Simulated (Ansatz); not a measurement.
System: rock-salt ZrC. Method: LDA (plane waves, PAW; Ansatz, an electronic-structure program).

Settings: plane-wave cutoff 520 eV, 16×16×16 k mesh, Fermi–Dirac smearing 0.1 eV, perturbation theory, scalar-relativistic PAW data made under PBE.

Computed at the level's own relaxed cell.

Harmonic phonon frequencies (cm⁻¹; i marks an imaginary mode):

```json
[
 {"q point": "Γ", "frequencies": "0 0 0 450 450 450"},
 {"q point": "X", "frequencies": "?"},
 {"q point": "U", "frequencies": "215 261 269 507 550 588"},
 {"q point": "L", "frequencies": "194 194 334 538 538 675"}
]
```

Problem. Fill in the missing entries.

Solution. 
- X, frequencies: 218 218 274 478 478 553

No imaginary mode appears at these points.
